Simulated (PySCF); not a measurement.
Which functional comes closest?

Molecule: `CN(C(C)C)C`, C5H13N.

Geometry:
```csv
atom,x (Å),y (Å),z (Å)
C1,1.061,1.236,0.450
C2,0.782,-0.175,-0.075
C3,1.214,-0.319,-1.529
N4,-0.588,-0.636,0.118
C5,-0.910,-0.977,1.477
C6,-1.615,0.158,-0.505
H7,2.136,1.467,0.396
H8,0.530,1.998,-0.143
H9,0.750,1.349,1.500
H10,1.402,-0.875,0.513
H11,0.700,0.402,-2.184
H12,0.994,-1.332,-1.894
H13,2.294,-0.134,-1.629
H14,-0.152,-1.663,1.886
H15,-1.882,-1.495,1.512
H16,-0.982,-0.104,2.167
H17,-1.375,0.346,-1.562
H18,-1.790,1.143,-0.017
H19,-2.571,-0.390,-0.481
```

Geometry PBE0-D3(BJ)/def2-SVP throughout; GIAO in PySCF, gas phase, one conformer, non-relativistic; equivalent atoms averaged; basis pcSseg-1.

Reference values (measured; solution, not stated per compound (mostly CDCl3 or CCl4); Pretsch, Buehlmann, Badertscher, Structure Determination of Organic Compounds, 4th ed. (2009)): δ(C2) = 55.5 ppm, δ(C1/C3) = 18.7 ppm. Computed shifts are taken against TMS, calculated as an isolated molecule at each level.

Question: How do the functionals HF, LDA, PBE, BLYP, BP86, OPBE, KT2, KT3, B97-D, B3LYP, PBE0, mPW1PW91, WP04, B97-2, BHandHLYP, CAM-B3LYP, wB97X-D, LC-wPBE perform against the reference? Times are CPU seconds on shared hosts with different chips, so compare them loosely; the GGAs took longer than the global hybrids here, which isn't the general rule, and the cause wasn't traced.

Answer: 
| functional | kind | C2 | C1/C3 | mean abs. error C | core-s |
| --- | --- | --- | --- | --- | --- |
| HF | Hartree–Fock | 47.4 | 17.7 | 4.6 | 18 |
| LDA | LDA | 59.5 | 15.8 | 3.4 | 50 |
| PBE | GGA | 58.3 | 16.6 | 2.4 | 66 |
| BLYP | GGA | 59.8 | 17.3 | 2.8 | 69 |
| BP86 | GGA | 58.4 | 17.0 | 2.3 | 57 |
| OPBE | GGA | 54.8 | 16.3 | 1.6 | 53 |
| KT2 | GGA | 57.9 | 16.6 | 2.2 | 31 |
| KT3 | GGA | 56.8 | 16.8 | 1.6 | 31 |
| B97-D | GGA | 57.5 | 17.3 | 1.7 | 31 |
| B3LYP | global hybrid | 57.0 | 17.4 | 1.4 | 18 |
| PBE0 | global hybrid | 55.1 | 17.0 | 1.0 | 14 |
| mPW1PW91 | global hybrid | 54.9 | 17.2 | 1.1 | 18 |
| WP04 | global hybrid | 57.8 | 18.7 | 1.1 | 13 |
| B97-2 | global hybrid | 54.9 | 17.3 | 1.0 | 18 |
| BHandHLYP | global hybrid | 53.4 | 17.6 | 1.6 | 19 |
| CAM-B3LYP | range-separated hybrid | 55.2 | 17.4 | 0.8 | 25 |
| wB97X-D | range-separated hybrid | 54.4 | 17.6 | 1.1 | 25 |
| LC-wPBE | range-separated hybrid | 51.7 | 17.3 | 2.6 | 35 |

For 13C the closest is CAM-B3LYP (0.8 ppm, with B97-2, PBE0, mPW1PW91 practically level) and the furthest HF (4.6 ppm). One molecule is a small sample, and vibrational and solvent effects are absent from the calculation.
